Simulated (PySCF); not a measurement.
**How the method changes the constants of SiO**

State: ¹Σ⁺ (singlet), closed shell. Set-up: PySCF, no relativity, basis sets Si def2-SVP, O def2-SVP. De refers to Si + O in their high-spin ground configurations, without counterpoise correction. A positive dipole means Si(−)O(+).

```
      Level  Re (Å)  ωe (cm⁻¹)  De (eV)  μ (D)  CPU s a point (SCF and correlation, without the integrals)
        RHF   1.492       1397     4.42  -3.30                                                       0.016
    RHF-MP2   1.543       1182     7.89    n/a                                                       0.023
RHF-SCS-MP2   1.539       1202     7.66    n/a                                                         n/a
   RHF-CCSD   1.526       1266     7.12    n/a                                                         n/a
RHF-CCSD(T)   1.537       1206     7.39    n/a                                                        0.16
        LDA   1.532       1212     9.45  -2.43                                                        0.18
        PBE   1.545       1182     8.30  -2.41                                                        0.28
       TPSS   1.541       1197     7.86  -2.42                                                        0.61
     r²SCAN   1.530       1232     7.86  -2.56                                                        0.42
       PBE0   1.523       1261     7.63  -2.70                                                        0.41
       MN15   1.515       1299     8.18  -2.66                                                        0.41
```

**Question.** Which functional lies closest to RHF-CCSD(T) in De, which farthest, and by how much do they differ from it?

**Answer.** Closest is PBE0 (-1.4 pm in Re, +4.6 % in ωe, +0.24 eV in De against RHF-CCSD(T) in the same basis), farthest LDA (-0.5 pm in Re, +0.5 % in ωe, +2.06 eV in De). CCSD(T) converges more slowly with the basis than the functionals do and binds too weakly in this one, so the order can change at the basis-set limit.

**Question.** What does a quarter of exact exchange do here, going from PBE to PBE0?

**Answer.** PBE0 less PBE: -2.2 pm in Re, +6.7 % in ωe, -0.67 eV in De. Exact exchange removes part of the self-interaction that spreads semilocal densities, and in most molecules shortens and stiffens the bond and lowers De; so it does here.

**Question.** What does the step from GGA to meta-GGA do here, going from PBE to r²SCAN?

**Answer.** r²SCAN less PBE: -1.5 pm in Re, +4.2 % in ωe, -0.44 eV in De. 

Correlated steps freeze 6 core orbitals. Correlated levels converge slowly with the basis: in double zeta they bind strong bonds too weakly, by up to about 1 eV, and carry superposition errors of some tenths. Where the molecule has an RHF reference, its open-shell atoms are computed with UHF. The CCSD T1 diagnostic is raised, a sign that a single reference may not be enough here.

The whole job (state search and all levels along the bond) took about 0.69 min on 1 thread of Arm Neoverse V2 (shared host), peak memory 0.4 GiB.
